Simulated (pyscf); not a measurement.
Single points on ωB97X-D3(BJ)/def2-SVP structures (PySCF, gas phase).

Task: For the elementary gas-phase step `[OH][AsH][GaH2]` + `[H][H]` → `[OH][AsH2]` + `[GaH3]` (singlet surface; As–Ga, H–H broken, As–H, Ga–H formed), what barrier and reaction energy does ωB97M-D3(BJ)/def2-TZVP give, measured from the separated reactants?

Result: ΔE‡ = 1.06 eV, ΔE = +0.35 eV. Zero-point energy shifts the barrier by +0.10 eV. It is a four-centre exchange, with an imaginary mode of 269i cm⁻¹. On the reactant side the descent ends in an adduct with a Ga–O contact (not fully relaxed), 0.05 eV under the separated species and 1.23 eV under the saddle at ωB97X-D3(BJ)/def2-TZVP. On the product side the descent ends in an adduct with a Ga–O contact (not fully relaxed), 0.78 eV under the separated species and 1.40 eV under the saddle at ωB97X-D3(BJ)/def2-TZVP. At the saddle there is also a short Ga–H contact that neither side keeps. At ωB97X-D3(BJ)/def2-TZVP the barrier from the zero used here is 1.18 eV. HO–AsH–GaH₂ is closed by a dative Ga–O contact. HO–AsH–GaH₂ lies 1.07 eV over its isomer HO–GaH–AsH₂ (electronic energy, ωB97M-D3(BJ)/def2-TZVP). This is the saddle that the search found; another between the same sides may lie lower. Elements up to Kr have no core potential and no relativistic terms here.
